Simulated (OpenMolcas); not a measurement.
# SiO2 (SMILES O=[Si]=O): a chain of runs

Aim: the energy (UHF/STO-3G), then the energy (CASSCF(2,2)/STO-3G), then the energy (CASPT2(2,2)/STO-3G), then a single-point energy (SC-NEVPT2(2,2)/STO-3G), then the energy (MRCI(2,2)/STO-3G) of SiO2. 

The results are computed with OpenMolcas 26.06.

3 further runs of the same task are left out: 1 for a known fault of the program, 1 that didn't finish, 1 set aside as unsound or not needed.

### 1 The structure to begin with

SiO2: 3 atoms, total charge 0, spin state singlet. As SMILES, `O=[Si]=O`. The Si2–O3 distance was set to 3.012 Å, away from the relaxed value. At this shape a bond of the SMILES string is far longer than usual.

Bond lengths: O1–Si2 1.506 Å. A long bond or contact: Si2–O3 3.012 Å.

### 2 The energy at UHF/STO-3G (run 1)

Input file step1.inp:

```
* O2Si Hartree-Fock

&GATEWAY
 BasLib=$CurrDir
 Coord
 3
 angstrom
 O        1.395456       2.459221       1.037524
 Si       0.697716       1.229621       0.518764
 O       -0.697730      -1.229610      -0.518760
 Basis=STO-3G
 Group=NoSym

&SEWARD

&SCF
 UHF
 Scramble=0.25
 PrOrbitals=1 1
```

The basis set STO-3G is read from a file made from the Basis Set Exchange's data (not shown).

Command:

```console
export MOLCAS_MEM=1860
pymolcas step1.inp > step1.log
```

Log, cut to the lines that bear on the results:

```text
--- Start Module: gateway ---
[...]
--- Stop Module: gateway /rc=_RC_ALL_IS_WELL_ ---
--- Start Module: seward ---
[...]
      Basis functions           19
--- Stop Module: seward /rc=_RC_ALL_IS_WELL_ ---
--- Start Module: scf ---
[...]
       Convergence after  39 Iterations
[...]
::    Total SCF energy                               -433.1543674904
[...]
      Total spin, S                                     0.6181007990
[...]
      Total electronic charge=   30.000000
      Total            charge=   -0.000000
[...]
      Dipole Moment (debye):
      Origin of the operator (angstrom)=    0.5116    0.9016    0.3804
                   X= -8.4888E-01               Y= -1.4960E+00               Z= -6.3114E-01           Total=  1.8322E+00
      Quadrupole Moment (debye*angstrom):
[...]
--- Stop Module: scf /rc=_RC_ALL_IS_WELL_ ---
[...]
```

Run time: 2.3 s. Hardware: 1 thread of Arm Neoverse V1, shared host; peak memory 0.37 GiB.

### 3 The energy at CASSCF(2,2)/STO-3G (run 2)

Input file step2.inp:

```
&GATEWAY
 BASLIB = $CurrDir
 COORD
 3
 angstrom
 O        1.395456       2.459221       1.037524
 Si       0.697716       1.229621       0.518764
 O       -0.697730      -1.229610      -0.518760
 BASIS = STO-3G
 GROUP = NoSym

&SEWARD

&RASSCF
 FILEORB = $CurrDir/step1.UnaOrb
 SPIN = 1
 NACTEL = 2 0 0
 INACTIVE = 14
 RAS2 = 2
 ORBLISTING = Nothing
```

The basis set STO-3G is read from a file made from the Basis Set Exchange's data (not shown).

Command:

```console
export MOLCAS_MEM=1860
pymolcas step2.inp > step2.log
```

Log, cut to the lines that bear on the results:

```text
--- Start Module: gateway ---
[...]
--- Stop Module: gateway /rc=_RC_ALL_IS_WELL_ ---
--- Start Module: seward ---
[...]
      Basis functions           19
--- Stop Module: seward /rc=_RC_ALL_IS_WELL_ ---
--- Start Module: rasscf ---
[...]
      Number of active orbitals                  2
[...]
      Spin quantum number                      0.0
[...]
      Active orbitals                            2
[...]
      Number of CSFs                             3
[...]
      Number of root(s) required                 1
[...]
      Convergence after  6 iterations
[...]
      printout of CI-coefficients larger than  0.05 for root  1
      energy=    -433.107351
      conf/sym  11     Coeff  Weight
             1  20  -0.73471 0.53979
             3  02   0.67839 0.46021
      Natural orbitals and occupation numbers for root  1
      sym 1:   1.079584   0.920416
      ************************************************************************************************************************
      *                                                    Final results                                                     *
[...]
::    RASSCF root number  1 Total energy:   -433.10735066
[...]
      Total electronic charge=   30.000000
      Total            charge=   -0.000000
[...]
      Dipole Moment (debye):
      Origin of the operator (angstrom)=    0.5116    0.9016    0.3804
                   X= -8.3595E-01               Y= -1.4733E+00               Z= -6.2150E-01           Total=  1.8043E+00
      Quadrupole Moment (debye*angstrom):
[...]
--- Stop Module: rasscf /rc=_RC_ALL_IS_WELL_ ---
[...]
```

It took 1.6 s on 1 thread of Arm Neoverse V1, shared host; peak memory 0.37 GiB.

### 4 The energy at CASPT2(2,2)/STO-3G (run 3)

Input file step3.inp:

```
* O2Si CASPT2
>>> EXPORT MOLCAS_PRINT=2

&gateway
 baslib=$CurrDir
 coord
 3
 angstrom
 O        1.395456       2.459221       1.037524
 Si       0.697716       1.229621       0.518764
 O       -0.697730      -1.229610      -0.518760
 basis=STO-3G
 group=NoSym

&seward

&rasscf
 fileorb=$CurrDir/step2.RasOrb
 spin=1
 nactel=2 0 0
 inactive=14
 ras2=2
 orblisting=Nothing

&caspt2
 imaginary=0.1
 frozen=7
```

The basis set STO-3G is read from a file made from the Basis Set Exchange's data (not shown).

Command:

```console
export MOLCAS_MEM=1860
pymolcas step3.inp > step3.log
```

Log, cut to the lines that bear on the results:

```text
--- Start Module: gateway ---
[...]
--- Stop Module: gateway /rc=_RC_ALL_IS_WELL_ ---
[...]
      Basis functions           19
[...]
--- Start Module: rasscf ---
[...]
      Number of active orbitals                  2
[...]
      Spin quantum number                      0.0
[...]
      Active orbitals                            2
[...]
      Number of CSFs                             3
[...]
      Number of root(s) required                 1
[...]
      Convergence after  4 iterations
[...]
      printout of CI-coefficients larger than  0.05 for root  1
      energy=    -433.107351
      conf/sym  11     Coeff  Weight
             1  20  -0.73471 0.53979
             3  02   0.67839 0.46021
      Natural orbitals and occupation numbers for root  1
      sym 1:   1.079583   0.920417
      ************************************************************************************************************************
      *                                                    Final results                                                     *
[...]
::    RASSCF root number  1 Total energy:   -433.10735066
[...]
      Total electronic charge=   30.000000
      Total            charge=   -0.000000
[...]
      Dipole Moment (debye):
      Origin of the operator (angstrom)=    0.5116    0.9016    0.3804
                   X= -8.3596E-01               Y= -1.4733E+00               Z= -6.2151E-01           Total=  1.8043E+00
      Quadrupole Moment (debye*angstrom):
[...]
--- Stop Module: rasscf /rc=_RC_ALL_IS_WELL_ ---
--- Start Module: caspt2 ---
[...]
 ###    WARNING: User changed nr of frozen orbitals.                         ###
 ###############################################################################
[...]
      E2 (Variational):          -0.1428574859
      Total energy:            -433.2502081470
[...]
      Reference weight:           0.90875
[...]
::    CASPT2 Root  1     Total energy:   -433.25020815
[...]
--- Stop Module: caspt2 /rc=_RC_ALL_IS_WELL_ ---
[...]
```

It took 1.6 s on 1 thread of Arm Neoverse V1, shared host; peak memory 0.37 GiB.

### 5 The energy at SC-NEVPT2(2,2)/STO-3G (run 4)

Input file step4.inp:

```
* O2Si NEVPT2
>>> EXPORT MOLCAS_PRINT=2

&GATEWAY
  BasLib=$CurrDir
  Coord
  3
  angstrom
  O        1.395456       2.459221       1.037524
  Si       0.697716       1.229621       0.518764
  O       -0.697730      -1.229610      -0.518760
  Basis=STO-3G
  Group=NoSym

&SEWARD

&RASSCF
  FileOrb=$CurrDir/step2.RasOrb
  Spin=1
  Nactel=2 0 0
  Inactive=14
  Ras2=2
  OrbListing=Nothing

&CASPT2
  SC-NEVPT2
  Frozen=7
```

The basis set STO-3G is read from a file made from the Basis Set Exchange's data (not shown).

Command:

```console
export MOLCAS_MEM=1860
pymolcas step4.inp > step4.log
```

Log, cut to the lines that bear on the results:

```text
--- Start Module: gateway ---
[...]
--- Stop Module: gateway /rc=_RC_ALL_IS_WELL_ ---
[...]
      Basis functions           19
[...]
--- Start Module: rasscf ---
[...]
      Number of active orbitals                  2
[...]
      Spin quantum number                      0.0
[...]
      Active orbitals                            2
[...]
      Number of CSFs                             3
[...]
      Number of root(s) required                 1
[...]
      Convergence after  4 iterations
[...]
      printout of CI-coefficients larger than  0.05 for root  1
      energy=    -433.107351
      conf/sym  11     Coeff  Weight
             1  20  -0.73471 0.53979
             3  02   0.67839 0.46021
      Natural orbitals and occupation numbers for root  1
      sym 1:   1.079583   0.920417
      ************************************************************************************************************************
      *                                                    Final results                                                     *
[...]
::    RASSCF root number  1 Total energy:   -433.10735066
[...]
      Total electronic charge=   30.000000
      Total            charge=   -0.000000
[...]
      Dipole Moment (debye):
      Origin of the operator (angstrom)=    0.5116    0.9016    0.3804
                   X= -8.3596E-01               Y= -1.4733E+00               Z= -6.2151E-01           Total=  1.8043E+00
      Quadrupole Moment (debye*angstrom):
[...]
--- Stop Module: rasscf /rc=_RC_ALL_IS_WELL_ ---
--- Start Module: caspt2 ---
[...]
 ###    WARNING: User changed nr of frozen orbitals.                         ###
 ###############################################################################
[...]
      E2 (Variational):          -0.1425876131
[...]
      E2 (Variational):          -0.1425876033
      Total energy:            -433.2499382645
[...]
      Reference weight:           0.90815
[...]
::    SC-NEVPT2 Root  1     Total energy:   -433.24993826
[...]
--- Stop Module: caspt2 /rc=_RC_ALL_IS_WELL_ ---
[...]
```

Wall time 1.7 s (1 thread of Arm Neoverse V1, shared host); peak memory 0.37 GiB.

### 6 The energy at MRCI(2,2)/STO-3G (run 5)

Input file step5.input:

```
>>> EXPORT MOLCAS_PRINT=2

&GATEWAY
  BASLIB=$CurrDir
  COORD
  3
  angstrom
  O        1.395456       2.459221       1.037524
  Si       0.697716       1.229621       0.518764
  O       -0.697730      -1.229610      -0.518760
  BASIS=STO-3G
  GROUP=NoSym

&SEWARD

&RASSCF
  FILEORB=$CurrDir/step2.RasOrb
  SPIN=1
  NACTEL=2 0 0
  INACTIVE=14
  RAS2=2
  ORBLISTING=Nothing

&MOTRA
  LUMORB
  FROZEN=7

&GUGA
  ELECTRONS=16
  SPIN=1
  INACTIVE=7
  ACTIVE=2
  CIALL=1

&MRCI
  SDCI
```

The basis set STO-3G is read from a file made from the Basis Set Exchange's data (not shown).

Command:

```console
export MOLCAS_MEM=1860
pymolcas step5.input > step5.log
```

Log, cut to the lines that bear on the results:

```text
--- Start Module: gateway ---
[...]
--- Stop Module: gateway /rc=_RC_ALL_IS_WELL_ ---
[...]
      Basis functions           19
[...]
      Number of active orbitals                  2
[...]
      Spin quantum number                      0.0
[...]
      Active orbitals                            2
[...]
      Number of CSFs                             3
[...]
      Number of root(s) required                 1
[...]
      Convergence after  4 iterations
[...]
      printout of CI-coefficients larger than  0.05 for root  1
      energy=    -433.107351
      conf/sym  11     Coeff  Weight
             1  20  -0.73471 0.53979
             3  02   0.67839 0.46021
      Natural orbitals and occupation numbers for root  1
      sym 1:   1.079583   0.920417
      ************************************************************************************************************************
      *                                                    Final results                                                     *
[...]
::    RASSCF root number  1 Total energy:   -433.10735066
[...]
      Dipole Moment (debye):
      Origin of the operator (angstrom)=    0.5116    0.9016    0.3804
                   X= -8.3596E-01               Y= -1.4733E+00               Z= -6.2151E-01           Total=  1.8043E+00
      Quadrupole Moment (debye*angstrom):
[...]
      *** WARNING: Default frozen orbitals is overwritten by user input.
      *** Default values:   4
[...]
--- Start Module: guga ---
[...]
--- Stop Module: guga /rc=_RC_ALL_IS_WELL_ ---
--- Start Module: mrci ---
[...]
       (But an ACPF correction will be computed)
       USE THE DEFAULT ACPF G-VALUE GFAC=  0.12500000000000000
[...]
                      CI ENERGY:  -433.23557578
[...]
                ACPF CORRECTION:    -0.01159980
[...]
      Total electronic charge=   30.000000
      Total            charge=   -0.000000
[...]
     ACPF CORRECTION:     -0.01159980
[...]
  CI State   1     Total energy:   -433.23557578     QDav:     -0.01343048     QACPF:     -0.01159980
[...]
--- Stop Module: mrci /rc=_RC_ALL_IS_WELL_ ---
[...]
```

Run time: 1.8 s. Hardware: 1 thread of Arm Neoverse V1, shared host; peak memory 0.37 GiB.

### 7 Outcome

| quantity | value |
| --- | --- |
| run 1, UHF/STO-3G: total energy | -433.15437 Eh |
| run 1, UHF/STO-3G: dipole moment | 1.83 D |
| run 1, UHF/STO-3G: HOMO energy | -7.64 eV |
| run 1, UHF/STO-3G: LUMO energy | 7.91 eV |
| run 1, UHF/STO-3G: HOMO–LUMO gap | 15.55 eV |
| run 1, UHF/STO-3G: ⟨S²⟩ | 1.000 |
| run 2, CASSCF(2,2)/STO-3G: total energy | -433.10735 Eh |
| run 2, CASSCF(2,2)/STO-3G: dipole moment (CASSCF density) | 1.80 D |
| run 3, CASPT2(2,2)/STO-3G: total energy | -433.25021 Eh |
| run 3, CASPT2(2,2)/STO-3G: dipole moment (CASSCF density) | 1.80 D |
| run 4, SC-NEVPT2(2,2)/STO-3G: total energy | -433.24994 Eh |
| run 4, SC-NEVPT2(2,2)/STO-3G: dipole moment (CASSCF density) | 1.80 D |
| run 5, MRCI(2,2)/STO-3G: total energy | -433.23558 Eh |
| run 5, MRCI(2,2)/STO-3G: dipole moment (CASSCF density) | 1.80 D |

In words: ⟨S²⟩ (run 1, UHF/STO-3G) is 1.00 where a pure singlet has 0.00: the reference is spin-contaminated. Mulliken charges (run 1, UHF/STO-3G) run from -0.49 on O1 to +0.50 on Si2; they depend strongly on the basis. Mulliken charges (run 2, CASSCF(2,2)/STO-3G) run from -0.49 on O1 to +0.50 on Si2. Mulliken charges (run 3, CASPT2(2,2)/STO-3G) of the CASSCF density run from -0.49 on O1 to +0.50 on Si2; they depend strongly on the basis. Mulliken charges (run 4, SC-NEVPT2(2,2)/STO-3G) of the CASSCF density run from -0.49 on O1 to +0.50 on Si2; they depend strongly on the basis.
